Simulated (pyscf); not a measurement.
Single points on ωB97X-D3(BJ)/def2-SVP structures (PySCF, gas phase). Correlated levels are frozen-core, on RHF or UHF. ΔMP2 is the change of the MP2 total energy from the triple- to the quadruple-zeta basis.

How much does it cost (ΔH, 298 K, CCSD(T)/def2-TZVPP + ΔMP2(QZVPP)) to split F–SiH(Cl)–Cl at its F–Si bond into F• + Cl–SiH•–Cl?

F–Si to F• + Cl–SiH•–Cl: 6.73 eV. The CCSD(T) − MP2 part came from Ansatz, without density fitting, on the same reference. Left out: the spin-orbit lowering of F.
